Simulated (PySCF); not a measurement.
# Towards the basis-set limit for AlH−

What constants does extrapolated CCSD(T) give for AlH−, and what does each step add?

Method: CCSD(T) on ROHF, no relativity in the base curves; scalar relativity is added as a correction; program: PySCF 2.14.0.

3 further runs of the same task are left out: 3 set aside as unsound or not needed.

### Step 1. The job

```yaml
molecule: AlH−
state: doublet, unpaired electrons π ↑
smaller_basis: Al aug-cc-pV(T+d)Z, H aug-cc-pVTZ
larger_basis: Al aug-cc-pV(Q+d)Z, H aug-cc-pVQZ
frozen_core_orbitals: 5
extrapolation: correlation as n⁻³ (n = 3, 4), Hartree–Fock as (n+1)·exp(−9√n)
corrections: core–valence correlation, scalar relativity
distances_Å: 1.5057, 1.5741, 1.6425, 1.7110, 1.7794, 1.8650, 1.9505
masses_u: 26.9815, 1.0078
dissociation_limit: Al + H−
```

Run with:

```bash
$ OMP_NUM_THREADS=4 python comp.py task.json out
```

### Step 2. Coupled cluster at each distance

**Question.** What will these runs give? Wanted: for each run, Re; ωe; ωexe; αe; De.

As calculated:

```
                   level  Re (Å)  ωe (cm⁻¹)  ωexe (cm⁻¹)  αe (cm⁻¹)  De (eV)
CCSD(T)/aug-cc-pVTZ(-PP)  1.6903     1488.0         34.1      0.222    2.595
CCSD(T)/aug-cc-pVQZ(-PP)  1.6855     1512.0         36.5      0.226    2.628
                  HF/CBS  1.6723     1580.6         37.1      0.217    2.492
                 MP2/CBS  1.6818     1541.9         34.0      0.213    2.705
                CCSD/CBS  1.6825     1527.6         36.8      0.224    2.581
             CCSD(T)/CBS  1.6851     1517.1         36.8      0.225    2.642
          CCSD(T)/CBS+CV  1.6816     1512.6         36.8      0.227    2.618
       CCSD(T)/CBS+CV+SR  1.6818     1509.6         36.8      0.228    2.608
```

What this shows: The last step gives Re = 1.6818 Å, ωe = 1509.6 cm⁻¹ and De = 2.608 eV; the smaller basis alone is off from it by +8.6 mÅ and -0.01 eV. Near the minimum the mean field binds by 2.49 eV and correlation adds 0.15 eV of binding. T1 is 0.038. Spin–orbit coupling and excitations beyond (T) are left out.
